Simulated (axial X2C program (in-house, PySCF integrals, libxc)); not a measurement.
**Which molecule has these constants?**

Computed with an in-house all-electron X2C program for linear molecules (integrals from PySCF), spin-free (one-electron X2C) or two-component (2c: spin–orbit coupling with atomic mean-field Coulomb and Gaunt terms, which also bring small scalar terms), in Dyall basis sets with cores contracted in-house; open shells are unrestricted.

A two-component PBE0 calculation in a Dyall 3-zeta basis gave Re = 1.739 Å, ωe = 979.2 cm⁻¹, De = 3.51 eV, dipole magnitude 0.26 D, Ω = 2.

Question: Which molecule is it?
A. AlB
B. SiB
C. BCl
D. BP
E. NaB

Answer: D. The others have AlB 2.028 Å and 614.5 cm⁻¹ (Ω = 1); SiB 1.909 Å and 765.7 cm⁻¹ (Ω = 3/2); BCl 1.721 Å and 834.3 cm⁻¹ (Ω = 0); NaB 2.483 Å and 334.5 cm⁻¹ (Ω = 2).

Each entry is the lowest single determinant of a limited PBE0 search at one distance. De goes to single-determinant-based atoms at the same level (for ions the charge split of lowest energy) and is withheld (n/a) where an atom does not fit its ground term or J level. Main or longest-lived isotopes. One determinant is a doubtful description, or other states lie close, for BP, AlB, SiB, NaB; these need not be ground states, and all values refer to the states named. Some open-shell Ω = 0 determinants are out of reach, so the Ω given for BP, AlB, NaB need not be the lowest component. With several unpaired electrons the Ω given is that of one determinant, not necessarily of the lowest component. Some light 2c atoms are not at their ground J level, so De misses part of their lowering (0.04 eV or less). The functionals have no current term, which raises determinants with orbital currents. Where the atoms have a lower orbital projection than the molecule, De at mean-field level may be about a tenth of an eV too small.
